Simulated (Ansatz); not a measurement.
input.yaml

```yaml
crystal:
  periodic: [false, false, false]
  atoms:
    - { symbol: B, position_ang: [0.00905, -0.004313, -0.030065] }
    - { symbol: H, position_ang: [-0.004962, 0.009075, 1.175093] }
    - { symbol: Cl, position_ang: [1.517007, 0.000322, -0.903005] }
    - { symbol: Cl, position_ang: [-1.519485, 0.000478, -0.904121] }
basis:
  gaussian: { orbitals: def2-SVP }
hamiltonian:
  xc: pbe
md:
  timestep: 0.5
  n_steps: 100
  ensemble: nvt_langevin
  temperature: 300.0
  initial_velocities: maxwell_boltzmann
  seed: 55205
  friction: 0.05
```

Command:

```bash
$ ansatz run input.yaml --threads 1 --pin off --max-ram 2048MiB --backend cpu --events-out ev --progress --plain --runs-dir out
```

Hardware: 1 thread of Arm Neoverse V1, with other jobs on the host.

Question: Roughly how long does this run take, and how much memory?

Answer: 91 s, with a peak of 0.092 GiB, for 101 ionic steps.
